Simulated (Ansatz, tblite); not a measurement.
Spin states of the cluster MgF2⁺ (the lowest doublet isomer of a short search), each relaxed with PBE-D4/def2-TZVP in Ansatz. Electronic energies in the gas phase.

The xTB rows come from tblite. Correlated methods freeze 3 core orbitals; core or outer-core shells of Mg are correlated, in sets that lack core-valence functions. In CCSD on the charge 1 doublet the largest single amplitude is 0.41, so its Hartree–Fock determinant may place the open shell otherwise than the density functionals do. HOMO above LUMO, or a gap near zero within one spin, warns that the state may not be the lowest or that an electron is smeared out. In the quartet geometry the species has come apart into loosely held pieces. In the quartet, F2 and F3 lie 1.79 Å apart (atoms count from 1), so these atoms are partly bonded to each other. The structure comes from a short search, and lower isomers may exist.

Doublet geometry (C2v within 0.1 Å):

```csv
atom,x (Å),y (Å),z (Å)
Mg1,-0.428,-0.589,0.654
F2,0.349,1.057,0.449
F3,0.079,-0.469,-1.103
```

Quartet geometry (Cs within 0.1 Å):

```xyz
3

Mg    0.086    1.820   -0.263
F     0.486   -0.306    0.525
F    -0.573   -1.513   -0.262
```

⟨S²⟩: doublet 0.76 at PBE0-D4/def2-TZVP (pure 0.75), quartet 3.76 at PBE0-D4/def2-TZVP (pure 3.75).

Run but left out: HF/STO-3G, HF/def2-TZVP, HF/def2-TZVPP, MP2/def2-TZVP, MP2/def2-TZVPP (doublet: a determinant that CCSD turns far, T1 0.069).

Only these spin states were relaxed. The quartet has fallen apart into loose fragments. The quartet has other bonds than the doublet, so the gap mixes isomer and spin.

(1) Estimate which spin state lies lowest at each of these levels, and by how much: GFN1-xTB; LDA (SPW92)/def2-TZVP; PBE-D4/def2-TZVP; r2SCAN-D4/def2-TZVP; B97M-V/def2-TZVP; r2SCANh-D4/def2-TZVP; PBE0-D4/def2-TZVP; r2SCAN0-D4/def2-TZVP; BHLYP-D4/def2-TZVP; RPA@PBE/def2-TZVP; CCSD/def2-TZVPP; CCSD(T)/def2-TZVPP.

Answers

(1) 
```
                level  quartet − doublet (kJ/mol)  lowest of these                                  remarks
             GFN1-xTB                       263.9          doublet                                        –
LDA (SPW92)/def2-TZVP                       490.2          doublet  gap within one spin near zero (quartet)
     PBE-D4/def2-TZVP                       462.1          doublet                                        –
  r2SCAN-D4/def2-TZVP                       489.3          doublet                                        –
     B97M-V/def2-TZVP                       490.3          doublet                                        –
 r2SCANh-D4/def2-TZVP                       482.8          doublet                                        –
    PBE0-D4/def2-TZVP                       470.0          doublet                                        –
 r2SCAN0-D4/def2-TZVP                       463.3          doublet                                        –
   BHLYP-D4/def2-TZVP                       428.7          doublet                                        –
    RPA@PBE/def2-TZVP                       435.0          doublet                                        –
      CCSD/def2-TZVPP                       447.7          doublet               large T1 (0.069) (doublet)
   CCSD(T)/def2-TZVPP                       464.1          doublet               large T1 (0.069) (doublet)
```

Change of the quartet − doublet gap on mixing in exact exchange, in kJ/mol: PBE to PBE0 (25 % exact exchange) 8.0; r2SCAN to r2SCANh (10 % exact exchange) -6.5; r2SCAN to r2SCAN0 (25 % exact exchange) -26.0. The xTB methods have no spin-polarisation term.
